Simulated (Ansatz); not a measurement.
**Band transport in Ga2O**

Computed with Ansatz 0.2.0, DFT PBE, scalar-relativistic, plane waves, PAW. Settings: 420 eV plane-wave cutoff, Γ-centred 12×12×12 mesh, Fermi-Dirac smearing of 0.15 eV. No spin polarisation.

Relaxed structure:
```yaml
crystal:
  lattice:
    - [0.00000, 2.97851, 2.97851]
    - [2.97851, 0.00000, 2.97851]
    - [2.97851, 2.97851, 0.00000]
  atoms:
    - { symbol: Ga, position: [0.25000, 0.25000, 0.25000] }
    - { symbol: Ga, position: [0.75000, 0.75000, 0.75000] }
    - { symbol: O, position: [0.00000, 0.00000, 0.00000] }
```

The cell was built by swapping an element in a database structure (itself possibly hypothetical) and relaxing; it need not be the stable form of this composition. In a metal these results depend on the k mesh and the smearing. Spin polarisation was left out, and a magnetic state may lie lower. A semilocal functional can close a gap that the real compound has.

Constant relaxation time and rigid bands. The levels are interpolated over the whole zone and filled by a Fermi function at the stated temperature, with the chemical potential set by the electron count. Seebeck coefficients of a few μV/K are small differences and uncertain even in sign.

(1) Give the Drude plasma energies, the density of states at the chemical potential and σ/τ at 300 K.

(2) And the Seebeck coefficient (μV/K)?

Answers

(1)
| Item | Value |
| --- | --- |
| Plasma energy xx, yy, zz | 2.60, 2.60, 2.60 eV |
| Density of states (thermally broadened) | 1.03 states/eV/cell |
| Conductivity over τ, xx, yy, zz | 1.4, 1.4, 1.4 ×10²⁰ (Ω·m·s)⁻¹ |

(2)
```csv
T (K),Sxx,Syy,Szz
300,-10.3,-10.3,-10.3
600,-14.6,-14.6,-14.6
900,-10.2,-10.2,-10.2
```